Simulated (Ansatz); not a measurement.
# SiPH₂+ (triplet): wave-function methods side by side, cc-pVTZ

The task here is to estimate one member of a computed series from the others.

Program: Ansatz 0.2.0, Gaussian basis. Level of theory: cc-pVTZ, core rule «outside noble gas», up to 10 orbitals frozen. These are calculated values, not measurements.

To be run: UHF; CCSD(T) on ROHF; CCSD(T) on UHF; BCCD(T) on ROHF; CCSDT(Q) on ROHF; CCSDT(Q) on UHF.

9 further runs of the same task are left out: 4 for a known fault of the program, 5 set aside as unsound or not needed.

## What is computed

The geometry is a PBE0/def2-TZVP stationary point (not a proven minimum) of the parent state, kept for this charge and spin.

4 atoms, charge 1, spin multiplicity 3.

Atoms are counted from 1 here; the program's logs count them from 0.

Bond lengths: Si1–P2 2.059 Å, Si1–H3 1.485 Å, Si1–H4 1.485 Å. Angles: P2–Si1–H3 124.2°, P2–Si1–H4 124.2°, H3–Si1–H4 111.6°.

Set-up of the first run:

The input, in.yaml:

```yaml
crystal:
  periodic: [false, false, false]
  atoms:
    - {symbol: Si, position_ang: [0.000000, 0.000000, 1.016675]}
    - {symbol: P, position_ang: [0.000000, 0.000000, -1.042393]}
    - {symbol: H, position_ang: [0.000000, 1.227985, 1.851803]}
    - {symbol: H, position_ang: [0.000000, -1.227985, 1.851803]}
basis:
  gaussian: {orbitals: cc-pVTZ}
total_charge: 1
magnetization: {spin_polarized: true, initial_magnetization: 2}
hamiltonian: {xc: hf}
output: {orbitals: {seedname: orbitals}}
```

Command:

```sh
ansatz run in.yaml --threads 1 --pin off --events-out ev --progress --plain --max-ram 2560MiB --backend cpu
```

Among the steps run: UHF; CCSD(T) on ROHF; CCSD(T) on UHF; BCCD(T) on ROHF; CCSDT(Q) on ROHF; CCSDT(Q) on UHF.

One table of the session follows, with a row left open; its other results are not shown here.

It belongs to the step «Misses and costs». 

| method | from UCCSDT(Q) (meV) |
| --- | --- |
| ROHF | +6676.8 |
| UHF | +6514.5 |
| RMP2 | +1297.8 |
| UMP2 | +1346.8 |
| RCCSD | +303.3 |
| UCCSD | +296.8 |
| RCCSD(T) | +54.6 |
| UCCSD(T) | +54.8 |
| BCCD(T) | +54.0 |
| RCCSDT | +12.9 |
| UCCSDT | +11.4 |
| RCCSDT(Q) | ? |
| UCCSDT(Q) | 0 |

Estimate the missing values for RCCSDT(Q).

As computed: from UCCSDT(Q) (meV): +1.6. In the column «from UCCSDT(Q) (meV)» it lies between UCCSDT(Q) (0) and UCCSDT (+11.4).

To keep in mind: Restricted and unrestricted rows rest on different reference determinants; where their highest levels disagree by more than a few hundredths of an eV, they describe different states and don't form one ladder.
